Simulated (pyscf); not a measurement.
Structures and frequencies: ωB97X-D3(BJ)/def2-SVP in PySCF. MP2 and CC: frozen core, UHF for open shells. ΔMP2 is the change of the MP2 total energy from the triple- to the quadruple-zeta basis.

SMILES: [NH2][AlH][NH2]
```xyz
8

N      0.1925     0.5828    -2.3431
Al    -1.2950     0.7550    -1.3859
N     -1.2219     1.2658     0.3148
H      1.1403     0.7479    -2.0220
H      0.2082     0.2951    -3.3158
H     -2.6973     0.4508    -2.0539
H     -0.3856     1.4867     0.8443
H     -2.0386     1.3802     0.9056
```
Charge 0, spin multiplicity 1.

**Question.** How much does it cost (ΔH, 298 K, CCSD(T)/def2-TZVPP + ΔMP2(QZVPP)) to split H₂N–AlH–NH₂ at its Al–N bond into NH₂• + [H₂N–AlH]•?

**Answer.** Al–N to NH₂• + [H₂N–AlH]•: 450.7 kJ/mol. The radicals are drawn with the spin at the cut bond; how far it spreads was not checked. Other isomers of [H₂N–AlH]• were not searched in full and may lie lower. The CCSD(T) − MP2 part came from Ansatz, without density fitting, on the same reference.
